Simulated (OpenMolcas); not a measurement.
# One shape, several levels: AlPH4O (SMILES [AlH2][O]P)

We compute a comparison of 6 runs (HF/3-21G, HF/def2-SVP, HF/cc-pVTZ, B3LYP/6-31G*, PBE0/def2-SVPD, TPSSh/aug-cc-pVDZ) of AlPH4O. 

Program for the calculation: OpenMolcas 26.06.

3 further runs of the same task are left out: 1 that didn't finish, 2 set aside as unsound or not needed.

### Step 1. The system as given

AlPH4O: 7 atoms, total charge 0, spin state singlet. As SMILES, `[AlH2][O]P`. Geometry: a GFN2-xTB relaxation, a rough one for these elements and not checked as a minimum. This is one conformer, not always the lowest.

Bond lengths: Al1–O2 1.665 Å, O2–P3 1.667 Å, Al1–H4 1.529 Å, Al1–H5 1.531 Å, P3–H6 1.405 Å, P3–H7 1.408 Å. Angles: Al1–O2–P3 179.3°, O2–Al1–H4 119.0°, O2–Al1–H5 117.8°, O2–P3–H6 95.9°, O2–P3–H7 96.0°, H4–Al1–H5 123.2°, H6–P3–H7 90.9°.

### Step 2. Energy and gradient at HF/3-21G (run 1)

The input, coord.xyz:

```xyz
7

Al    -1.235120     0.334860    -0.834690
O      0.260140    -0.003850    -0.186030
P      1.766500    -0.337580     0.446410
H     -1.781220    -0.559570    -1.947550
H     -2.014580     1.516740    -0.251980
H      1.641170     0.500830     1.566900
H      1.363110    -1.451440     1.206940
```

The input, test.inp:

```
* AlH4OP Hartree-Fock
&gateway
baslib=$CurrDir
coord=coord.xyz
basis=3-21G
group=NoSym
&seward
&scf
thresholds=1e-10 1e-07 1e-07 1e-05
prorbitals=1 2
&alaska
```

The basis set 3-21G is read from a file made from the Basis Set Exchange's data (not shown).

Started as:

```console
$ export MOLCAS_MEM=1860
$ pymolcas test.inp > test.log
```

The program printed:

```text
--- Start Module: gateway ---
[...]
--- Stop Module: gateway /rc=_RC_ALL_IS_WELL_ ---
[...]
      Basis functions           43
[...]
--- Start Module: scf ---
[...]
       Convergence after  14 Iterations
[...]
::    Total SCF energy                               -656.3806854919
[...]
      Total spin, S                                     0.0000000000
[...]
      Total electronic charge=   40.000000
      Total            charge=   -0.000000
[...]
      Dipole Moment (debye):
      Origin of the operator (angstrom)=    0.3174   -0.0189   -0.1422
                   X=  1.2883E-01               Y= -1.2510E-01               Z=  6.1855E-01           Total=  6.4409E-01
      Quadrupole Moment (debye*angstrom):
[...]
--- Stop Module: scf /rc=_RC_ALL_IS_WELL_ ---
[...]
--- Start Module: alaska ---
[...]
 *              Molecular gradients               *
 **************************************************
  Irreducible representation: a
 ------------------------------------------------------------------------------------------
                              X                       Y                       Z
 ------------------------------------------------------------------------------------------
  AL1              -1.72968340251867E-02    3.60373615135101E-03   -8.46289202625439E-03
  O2               -4.99030796950550E-03   -2.24193025464808E-04    8.62996323177426E-03
  P3                1.79574942828182E-02   -2.71927075439393E-03    2.91212894825033E-03
  H4                7.93655792518622E-03    1.18316137615386E-02    1.57185638412063E-02
  H5                1.11483337407665E-02   -1.61665852266624E-02   -6.60390256050003E-03
  H6               -8.84985372332413E-03   -8.69597124460531E-03   -8.64670798893830E-03
  H7               -5.90539023075765E-03    1.23706703382425E-02   -3.54715344553691E-03
 ------------------------------------------------------------------------------------------
--- Stop Module: alaska /rc=_RC_ALL_IS_WELL_ ---
[...]
```

Run time: 3.6 s. Hardware: 1 thread of Arm Neoverse N1, shared host; peak memory 0.38 GiB.

### Step 3. Energy and forces at HF/def2-SVP (run 2)

The input, mol.inp:

```
&GATEWAY
 BasLib=$CurrDir
 Coord
 7
 angstrom
 Al      -1.235120       0.334860      -0.834690
 O        0.260140      -0.003850      -0.186030
 P        1.766500      -0.337580       0.446410
 H       -1.781220      -0.559570      -1.947550
 H       -2.014580       1.516740      -0.251980
 H        1.641170       0.500830       1.566900
 H        1.363110      -1.451440       1.206940
 Basis=def2-SVP
 Group=NoSym

&SEWARD

&SCF
 Thresholds=1e-10 1e-07 1e-07 1e-05
 PrOrbitals=1

&ALASKA
```

The basis set def2-SVP is read from a file made from the Basis Set Exchange's data (not shown).

Started as:

```console
$ export MOLCAS_MEM=1860
$ pymolcas mol.inp > mol.log
```

The program printed:

```text
--- Start Module: gateway ---
[...]
--- Stop Module: gateway /rc=_RC_ALL_IS_WELL_ ---
[...]
      Basis functions           70
[...]
--- Start Module: scf ---
[...]
       Convergence after  14 Iterations
[...]
::    Total SCF energy                               -659.6416922089
[...]
      Total spin, S                                     0.0000000000
[...]
      Total electronic charge=   40.000000
      Total            charge=   -0.000000
[...]
      Dipole Moment (debye):
      Origin of the operator (angstrom)=    0.3174   -0.0189   -0.1422
                   X=  9.1762E-02               Y= -1.2392E-01               Z=  6.0348E-01           Total=  6.2287E-01
      Quadrupole Moment (debye*angstrom):
[...]
--- Stop Module: scf /rc=_RC_ALL_IS_WELL_ ---
[...]
--- Start Module: alaska ---
[...]
 *              Molecular gradients               *
 **************************************************
  Irreducible representation: a
 ------------------------------------------------------------------------------------------
                              X                       Y                       Z
 ------------------------------------------------------------------------------------------
  AL1              -3.24979419159632E-03    4.24801895162918E-04   -2.67039817619086E-03
  O2               -3.11089841340508E-02    6.19756385255046E-03   -4.46499121684224E-03
  P3                3.44503710302675E-02   -5.89422133239470E-03    6.49267636626238E-03
  H4                5.31781923537489E-03    8.28878820161782E-03    1.10437793013314E-02
  H5                7.62074704735971E-03   -1.12785579767132E-02   -4.37209956973050E-03
  H6               -7.42395366210410E-03   -4.71814116686931E-03   -4.75296639805345E-03
  H7               -5.60620532522227E-03    6.97976652664023E-03   -1.27600030676112E-03
 ------------------------------------------------------------------------------------------
--- Stop Module: alaska /rc=_RC_ALL_IS_WELL_ ---
[...]
```

It took 6.9 s on 1 thread of Arm Neoverse N1, shared host; peak memory 0.41 GiB.

Runs 3 to 4 aren't shown in full; the table further down has their settings and results.

### Step 4. Energy and gradient at PBE0/def2-SVPD (run 5)

The input, mol.input:

```
>>> EXPORT MOLCAS_PRINT=2

&GATEWAY
 BasLib=$CurrDir
 Coord
 7
 angstrom
 Al      -1.235120       0.334860      -0.834690
 O        0.260140      -0.003850      -0.186030
 P        1.766500      -0.337580       0.446410
 H       -1.781220      -0.559570      -1.947550
 H       -2.014580       1.516740      -0.251980
 H        1.641170       0.500830       1.566900
 H        1.363110      -1.451440       1.206940
 Basis=def2-SVPD
 Group=NoSym

&SEWARD
 GridInput
 Grid=UltraFine
 End of Grid

&SCF
 KSDFT=PBE0
 Thresholds=1e-10 1e-07 1e-07 1e-05
 PrOrbitals=1 1

&ALASKA
```

The basis set def2-SVPD is read from a file made from the Basis Set Exchange's data (not shown).

Started as:

```console
$ export MOLCAS_MEM=1860
$ pymolcas mol.input > mol.log
```

The program printed:

```text
--- Start Module: gateway ---
[...]
--- Stop Module: gateway /rc=_RC_ALL_IS_WELL_ ---
[...]
      Basis functions          103
[...]
--- Start Module: scf ---
[...]
       Convergence after  12 Iterations
[...]
::    Total KS-DFT energy                            -660.8713756850
[...]
      Total spin, S                                     0.0000000000
[...]
      Total electronic charge=   40.000000
      Total            charge=   -0.000000
[...]
      Dipole Moment (debye):
      Origin of the operator (angstrom)=    0.3174   -0.0189   -0.1422
                   X= -2.9249E-01               Y= -5.9863E-02               Z=  4.9134E-01           Total=  5.7493E-01
      Quadrupole Moment (debye*angstrom):
[...]
--- Stop Module: scf /rc=_RC_ALL_IS_WELL_ ---
[...]
--- Start Module: alaska ---
[...]
 *              Molecular gradients               *
 **************************************************
  Irreducible representation: a
 ------------------------------------------------------------------------------------------
                              X                       Y                       Z
 ------------------------------------------------------------------------------------------
  AL1               5.10835780375984E-03   -1.59707857158953E-03    1.53698554237369E-03
  O2               -2.59585093601926E-02    5.93842669650061E-03   -5.57586352484402E-03
  P3                1.38145014366522E-02   -4.63991665165508E-03    1.55162020589203E-02
  H4                5.07656852923022E-03    9.89817047940500E-03    1.21455444811143E-02
  H5                7.58679171943344E-03   -1.27921709588725E-02   -5.79505462412810E-03
  H6               -4.20310620863177E-03   -7.32442760491470E-03   -1.14063942863813E-02
  H7               -1.42460392016797E-03    1.05169966111607E-02   -6.42141964706555E-03
 ------------------------------------------------------------------------------------------
--- Stop Module: alaska /rc=_RC_ALL_IS_WELL_ ---
[...]
```

Run time: 58 s. Hardware: 1 thread of Arm Neoverse N1, shared host; peak memory 0.58 GiB.

### Step 5. Energy and forces at TPSSh/aug-cc-pVDZ (run 6)

The input, job.inp:

```
>>> EXPORT MOLCAS_PRINT=2
&GATEWAY
BASLIB=$CurrDir
COORD
7
bohr
Al    -2.33403853     0.63279369    -1.57733550
O      0.49159335    -0.00727545    -0.35154575
P      3.33820120    -0.63793375     0.84359264
H     -3.36601797    -1.05743405    -3.68033611
H     -3.80700446     2.86622320    -0.47617319
H      3.10136182     0.94643153     2.96101186
H      2.57590458    -2.74282409     2.28078605
BASIS=aug-cc-pVDZ
GROUP=NoSym
&SEWARD
GRIDINPUT
Grid=UltraFine
End of Grid
&SCF
KSDFT=HYB_MGGA_XC_TPSSH
THRESHOLDS=1e-10 1e-07 1e-07 1e-05
PRORBITALS=1 1
&ALASKA
```

The basis set aug-cc-pVDZ is read from a file made from the Basis Set Exchange's data (not shown).

Started as:

```console
$ export MOLCAS_MEM=1860
$ pymolcas job.inp > job.log
```

The program printed:

```text
--- Start Module: gateway ---
[...]
--- Stop Module: gateway /rc=_RC_ALL_IS_WELL_ ---
[...]
      Basis functions          113
[...]
--- Start Module: scf ---
[...]
       Convergence after  13 Iterations
[...]
::    Total KS-DFT energy                            -661.4769989121
[...]
      Total spin, S                                     0.0000000000
[...]
      Total electronic charge=   40.000000
      Total            charge=   -0.000000
[...]
      Dipole Moment (debye):
      Origin of the operator (angstrom)=    0.3174   -0.0189   -0.1422
                   X= -2.6140E-01               Y= -6.6893E-02               Z=  4.9081E-01           Total=  5.6009E-01
      Quadrupole Moment (debye*angstrom):
[...]
--- Stop Module: scf /rc=_RC_ALL_IS_WELL_ ---
[...]
--- Start Module: alaska ---
[...]
 *              Molecular gradients               *
 **************************************************
  Irreducible representation: a
 ------------------------------------------------------------------------------------------
                              X                       Y                       Z
 ------------------------------------------------------------------------------------------
  AL1               1.30886552058271E-02   -3.39537522144640E-03    5.00745722037665E-03
  O2               -2.25041092433518E-02    5.31278631959742E-03   -4.24917728624097E-03
  P3                2.22115922223765E-03   -2.50663247038796E-03    1.25978849553567E-02
  H4                4.91098975887172E-03    1.01609198061783E-02    1.22495827057532E-02
  H5                7.44932611272864E-03   -1.29973311988576E-02   -6.01659059329851E-03
  H6               -4.21407427525811E-03   -8.49140159147810E-03   -1.26016508230560E-02
  H7               -9.51946781155899E-04    1.19170343564132E-02   -6.98750617887134E-03
 ------------------------------------------------------------------------------------------
--- Stop Module: alaska /rc=_RC_ALL_IS_WELL_ ---
[...]
```

It took 2 min on 1 thread of Arm Neoverse N1, shared host; peak memory 0.68 GiB.

### Step 6. Overview of the runs

```tsv
run	level	integral approximation	Cartesian functions	energy (Eh)	dipole moment (D)	HOMO energy (eV)	LUMO energy (eV)	wall time
1	HF/3-21G	none	no	-656.380685	0.64	-9.86	1.87	3.6 s
2	HF/def2-SVP	none	no	-659.641692	0.62	-9.98	1.92	6.9 s
3	HF/cc-pVTZ (RICD fitting)	RICD	no	-659.946534	0.53	-10.00	1.57	24 s
4	B3LYP/6-31G* (Cartesian functions)	none	yes	-661.437710	0.69	-6.79	-1.07	27 s
5	PBE0/def2-SVPD	none	no	-660.871376	0.57	-7.14	-1.02	58 s
6	TPSSh/aug-cc-pVDZ	none	no	-661.476999	0.56	-6.53	-1.43	2 min
```

### Step 7. What came out

| quantity | value |
| --- | --- |
| run 6: total energy | -661.47700 Eh |
| run 6: dipole moment | 0.56 D |
| run 6: HOMO energy | -6.53 eV |
| run 6: LUMO energy | -1.43 eV |
| run 6: HOMO–LUMO gap | 5.10 eV |
| run 6: largest force on an atom | 1.209 eV/Å |

The dipole moment (its size) runs from 0.53 D (HF/cc-pVTZ) to 0.69 D (B3LYP/6-31G*). The two ends differ in method and basis. The HOMO–LUMO gap runs from 5.10 eV (TPSSh/aug-cc-pVDZ) to 11.90 eV (HF/def2-SVP). Totals of different functionals can't be ranked against each other. All runs together took 4 min, the longest 2 min.
